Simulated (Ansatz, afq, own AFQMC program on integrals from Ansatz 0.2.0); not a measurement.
Breaking O1–H2 in H₂O, singlet

```csv
atom,x (Å),y (Å),z (Å)
O,-0.3102,0.2052,-0.1441
H,0.4673,0.5396,0.3147
H,-0.1570,-0.7448,-0.1706
```

Products: HO (doublet) and H (doublet), each relaxed with PBE0/def2-SVP like the molecule; electronic energies without zero-point terms. Determinants: RHF, UHF and UHF in that order.

Basis def2-TZVP. Noble-gas cores (and the filled d shells of Ga–Kr and In–Xe) are frozen. Integrals, coupled cluster, full CI and functionals: Ansatz 0.2.0; the random walks run on the same integrals in our own AFQMC program. The CISD trial takes its coefficients from CCSD amplitudes. Released means that phaseless walkers are propagated on without the constraint, phases kept. Uncertainties: one standard error, sampling alone. The errors of all members are added in quadrature.

No full CI on the walks' own integrals is used here; CCSDT(Q) serves as the reference and is uncertain by about the last step of the cluster series. Each member takes its own surest rung, up to full CI.

The best estimate is CCSD(T) at the basis-set limit (CBS: def2-TZVPP and def2-QZVPP, with their diffuse functions for anions and beside diffuse sets, CCSD(T) itself extrapolated) plus the step from CCSD(T) to CCSDT(Q) in def2-TZVP. Rows without CBS are in def2-TZVP; B2PLYP and the wave-function rows carry a basis error of their own. Core correlation and relativity beyond core potentials are missing, and ± holds the sampling alone.

Best estimate: 5.461 eV.

```tsv
level	bond energy (eV)	error against the best estimate (eV)
HF	3.720	-1.741
MP2	5.323	-0.139
CCSD	5.112	-0.350
CCSD(T)	5.171	-0.290
CCSDT	5.166	-0.296
CCSDT(Q)	5.171	-0.291
ph-AFQMC/CISD	5.173 ± 0.004	-0.289 ± 0.004
released AFQMC	5.169 ± 0.004	-0.292 ± 0.004
HF/CBS	3.785	-1.676
MP2/CBS	5.640	0.178
CCSD(T)/CBS	5.463	0.002
PBE	5.313	-0.149
r2SCAN	5.188	-0.273
PBE0	5.188	-0.273
B3LYP	5.241	-0.221
wB97M-V	5.316	-0.146
B2PLYP	5.238	-0.223
```

Correlation beyond CCSD(T) changes it by less than 2 meV. Going to the basis-set limit adds 0.292 eV at CCSD(T). The perturbative (T) step is worth +0.060 eV. The functionals spread over 0.128 eV; wB97M-V and PBE come nearest and PBE0 is 0.273 eV too low.

Best estimates are given only where the step beyond CCSD(T) is under 0.3 eV and no member's determinant is very poor (T1 over 0.05, or 0.07 for open shells, ⟨S²⟩ too high by 0.3, two states mixed), so the hardest cases are missing from such tables.

The functionals ran in a triple-zeta set and keep a basis error of their own, a few kJ/mol for each bond in atomization energies and more for double hybrids, so close places among them and the extrapolated levels can swap.

CCSDT and higher add their correlation energy to the determinant of the CCSD(T) run, since their own runs factorise the integrals more tightly (a shift of under 2 meV). Each member of a difference takes its own highest rung, so a best estimate needn't equal the limit plus the step of one row. A walk keeps the symmetry of its determinant, which the program's search chose and which needn't be the lowest solution, so a lower state of the same spin and another symmetry isn't excluded. Released energies are given only where the last usable release times agree within the noise; a slower fall can still hide under it.
